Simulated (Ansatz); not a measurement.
# AlH3F (doublet): wave-function methods side by side at distance Al1–H4 along a hydrogen transfer = 1.586 Å, cc-pVDZ

The task here is to estimate one member of a computed series from the others.

Method: cc-pVDZ, core rule «outside noble gas», up to 6 orbitals frozen; program: Ansatz 0.2.0, Gaussian basis.

To be run: UHF; CCSD(T) on ROHF; CCSD(T) on UHF; BCCD(T) on ROHF; CISD; CCSDT(Q) on ROHF; CCSDT(Q) on UHF; CASSCF and MRCISD+Q, 3 electrons in 3 orbitals; CASSCF and NEVPT2, 3 electrons in 3 orbitals.

19 further runs of the same task are left out: 9 for a known fault of the program, 8 that didn't finish, 2 set aside as unsound or not needed.

### The geometry

The geometry derives from fragments relaxed apart (PBE0/def2-TZVP) and kept rigid, so it is no stationary point. A hydrogen atom is moved between rigid fragments.

5 atoms, charge 0, spin multiplicity 2.

Atoms are counted from 1 here; the program's logs count them from 0.

Bond lengths: Al1–H2 1.586 Å, Al1–H3 1.586 Å, Al1–H4 1.586 Å. Angles: H2–Al1–H3 120.0°, H2–Al1–H4 120.0°, H3–Al1–H4 120.0°.

Set-up of the first run:

in.yaml

```yaml
crystal:
  periodic: [false, false, false]
  atoms:
    - {symbol: Al, position_ang: [-1.087866, 0.000000, 0.000000]}
    - {symbol: H, position_ang: [-1.880790, 1.373384, 0.000000]}
    - {symbol: H, position_ang: [-1.880790, -1.373384, 0.000000]}
    - {symbol: H, position_ang: [0.497982, 0.000000, 0.000000]}
    - {symbol: F, position_ang: [1.718134, 0.000000, 0.000000]}
basis:
  gaussian: {orbitals: cc-pVDZ}
magnetization: {spin_polarized: true, initial_magnetization: 1}
hamiltonian: {xc: hf}
output: {orbitals: {seedname: orbitals}}
```

Command:

```console
$ ansatz run in.yaml --threads 1 --pin off --events-out ev --progress --plain --max-ram 2393MiB
```

Steps of the session up to this table: UHF; CCSD(T) on ROHF; CCSD(T) on UHF; BCCD(T) on ROHF; CISD; CCSDT(Q) on ROHF; CCSDT(Q) on UHF; CASSCF and MRCISD+Q, 3 electrons in 3 orbitals; CASSCF and NEVPT2, 3 electrons in 3 orbitals.

One table of the session follows, with a row left open; its other results are not shown here.

| method | from UCCSDT(Q) (meV) |
| --- | --- |
| ROHF | +8311.4 |
| UHF | +8036.3 |
| RMP2 | +794.2 |
| UMP2 | +975.6 |
| CISD | +755.4 |
| RCCSD | +161.6 |
| UCCSD | ? |
| RCCSD(T) | +37.7 |
| UCCSD(T) | +38.1 |
| BCCD(T) | +36.2 |
| RCCSDT | +17.4 |
| UCCSDT | +16.3 |
| RCCSDT(Q) | +0.7 |
| UCCSDT(Q) | 0 |
| CASSCF pair | +7541.6 |
| NEVPT2 pair | +855.1 |
| MRCISD pair | +649.8 |
| MRCISD+Q pair | +104.6 |

Estimate the missing values for UCCSD.

As computed: from UCCSDT(Q) (meV): +150.6. In the column «from UCCSDT(Q) (meV)» it lies between MRCISD+Q pair (+104.6) and RCCSD (+161.6).

Among the levels timed on like hardware and quicker than the yardstick, those that no quicker one beats, quickest first: NEVPT2 pair (1.3 s, +855.1 meV); MRCISD+Q pair (1.5 s, +104.6 meV); UCCSD(T) (3.5 s, +38.1 meV); BCCD(T) (4.4 s, +36.2 meV).

To keep in mind: Of the multireference levels listed MRCISD+Q pair comes nearest in total energy (+104.6 meV), which doesn't show that its space is the better one. Restricted and unrestricted rows rest on different reference determinants; where their highest levels disagree by more than a few hundredths of an eV, they describe different states and don't form one ladder.
